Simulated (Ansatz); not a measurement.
## Worked example: GeH⁺, triplet against GeH⁺, singlet

Geometry (PBE0/def2-TZVP stationary point of a singlet), kept for both states (GeH⁺, singlet: Σ⁺; GeH⁺, triplet: Π):

```xyz
2

Ge    0.0000    0.0000    0.0000
H     0.0000    0.0000    1.5886
```

Basis cc-pVQZ; Ansatz 0.2.0. Correlated methods freeze the noble-gas cores and the filled d shells of p-block atoms. Prefix R: restricted or restricted open-shell reference. No spin–orbit coupling is included, and no scalar relativity.

Full CI is exact within this basis and frozen core; it isn't the basis-set limit.

| level | E(GeH⁺, singlet) (hartree) | E(GeH⁺, triplet) (hartree) |
| --- | --- | --- |
| RCCSD(T) | -2075.758196 | -2075.672220 |
| PBE | -2076.964897 | -2076.881426 |
| r2SCAN | -2077.261006 | -2077.185561 |
| full CI | -2075.758544 | -2075.672645 |

**Question.** Give the vertical gap, GeH⁺ triplet less GeH⁺ singlet, at each level in eV (1 hartree = 27.2114 eV), and each error against full CI.

**Answer.** full CI: (-2075.672645 − (-2075.758544)) × 27.2114 = 2.337 eV (the reference)
r2SCAN: (-2077.185561 − (-2077.261006)) × 27.2114 = 2.053 eV, error -0.284 eV
PBE: (-2076.881426 − (-2076.964897)) × 27.2114 = 2.271 eV, error -0.066 eV
RCCSD(T): (-2075.672220 − (-2075.758196)) × 27.2114 = 2.340 eV, error 0.003 eV

Total energies of functionals can't be set beside those of wave-function methods, since they hold the core's correlation and their own absolute errors; only the differences compare.

Each level lands on the state that its own search finds. T1 diagnostics of restricted CCSD: 0.011 and 0.040.
